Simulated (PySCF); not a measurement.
# C3H3F3: the cost of one run

Computed with PySCF 2.14.0, with density-fitted response routines of our own, on a single molecule in the gas phase. Atoms are numbered from 0 throughout.

### 1 The molecule as given

9 atoms, charge 0, multiplicity 1; geometry from: MMFF94s. The atoms were then displaced at random by about 0.03 Å, so the start is not that level's minimum.

Bonds of the start (Å): C0–C1 1.28, C1–C2 1.45, C2–F3 1.33, C2–F4 1.40, C2–F5 1.37, C0–H6 1.16, C0–H7 1.03, C1–H8 1.15.

### 2 Optimising the geometry at PBE0-D3(BJ)/def2-SVP

Job settings and geometry (Å):

```
{"job": {"xc": "PBE0", "basis": "def2-SVP", "d3": "d3bj", "grid": 1, "shake": 0.03, "kind": "geom"}, "charge": 0, "multiplicity": 1}
C     -1.206690     0.213560    -0.553730
C     -0.218690     0.480440     0.215830
C      0.903050    -0.430450     0.364540
F      0.960640    -1.542290    -0.368790
F      2.113160     0.166390     0.006750
F      1.085640    -0.798720     1.674490
H     -2.040910     1.014370    -0.621100
H     -1.315520    -0.591700    -1.186430
H     -0.147940     1.418950     0.870030
```

On the command line:

```sh
$ OMP_NUM_THREADS=1 python probes_run.py task.json out
```

One launch serves the whole session: the jobs run in the order shown.

Q: Estimate the wall time and peak memory of this first job on 1 thread of Intel Xeon Platinum 8175M at 2.50GHz, shared host.

About 44 s, with a peak of 0.4 GiB.
